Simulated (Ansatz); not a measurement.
# CHAlN+ (quintet): the correlation ladder, def2-TZVPP

An exercise on one series of results from a longer session: the logs are not shown, and one member is left open.

Computed with Ansatz 0.2.0, Gaussian basis. Level: def2-TZVPP, core rule «outside noble gas», up to 7 orbitals frozen.

The runs, in order: UHF; ROHF; CCSD(T) on UHF.

### The system

The geometry is a PBE0/def2-TZVP stationary point (not a proven minimum) of the parent state, kept for this charge and spin.

4 atoms, charge 1, spin multiplicity 5.

Atoms are counted from 1 here; the program's logs count them from 0.

Bond lengths: Al1–N2 1.818 Å, Al1–H4 1.595 Å, N2–C3 1.194 Å. Angles: N2–Al1–H4 111.0°, Al1–N2–C3 170.0°.

Coordinates:

```xyz
4

Al    0.00000   -0.11179    1.12142
N     0.00000    0.09797   -0.68471
C     0.00000    0.02767   -1.87685
H     0.00000    1.30130    1.86028
```

The first run:

File in.yaml:

```yaml
crystal:
  periodic: [false, false, false]
  atoms:
    - {symbol: Al, position_ang: [0.000000, -0.111786, 1.121424]}
    - {symbol: N, position_ang: [0.000000, 0.097969, -0.684708]}
    - {symbol: C, position_ang: [0.000000, 0.027668, -1.876852]}
    - {symbol: H, position_ang: [0.000000, 1.301302, 1.860276]}
basis:
  gaussian: {orbitals: def2-TZVPP}
total_charge: 1
magnetization: {spin_polarized: true, initial_magnetization: 4}
hamiltonian: {xc: hf}
output: {orbitals: {seedname: orbitals}}
```

Started as:

```console
$ ansatz run in.yaml --threads 1 --pin off --events-out ev --progress --plain --max-ram 4096MiB --backend cpu
```

Among the steps run: UHF; ROHF; CCSD(T) on UHF.

One table of the session follows, with a row left open; its other results are not shown here.

It belongs to the step «Misses and costs». 

```
  method  from UCCSD(T) (kJ/mol)
    ROHF                  +910.4
     UHF                       ?
    UMP2                  +141.2
   UCCSD                   +45.9
UCCSD(T)                       0
```

Estimate the missing values for UHF.

**Answer.** from UCCSD(T) (kJ/mol): +879.7. In the column «from UCCSD(T) (kJ/mol)» it lies between UMP2 (+141.2) and ROHF (+910.4).

Limits of these values: Warnings: coupled cluster took another determinant than the lowest.
